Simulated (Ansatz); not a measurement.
**Tl (hcp): energy against volume**

Computed with DFT, BLYP, plane waves (420 eV) with PAW, scalar-relativistic in Ansatz 0.2.0. The PAW files were generated under PBE, with cores re-solved for the functional.

The cell is scaled uniformly from the relaxed one, with fractional coordinates and shape fixed. Energies are extrapolated to zero smearing, pressures are those at the given smearing. Magnetic state: spin not included.

A Birch-Murnaghan fit gives V₀ = 35.56 Å³/atom, B₀ = 18.2 GPa, B₀′ = 5.3.

Problem. What are the energy above the minimum and the pressure at 31.336 Å³/atom?

Solution. 37.2 meV/atom and 3.28 GPa as computed.

Problem. What are the energy above the minimum and the pressure at 32.761 Å³/atom?

Solution. 14.9 meV/atom and 1.91 GPa as computed.

Problem. What are the energy above the minimum and the pressure at 37.034 Å³/atom?

Solution. 3.2 meV/atom and -0.60 GPa as computed.

This functional, with no dispersion term, lets the cell expand far past the measured one.
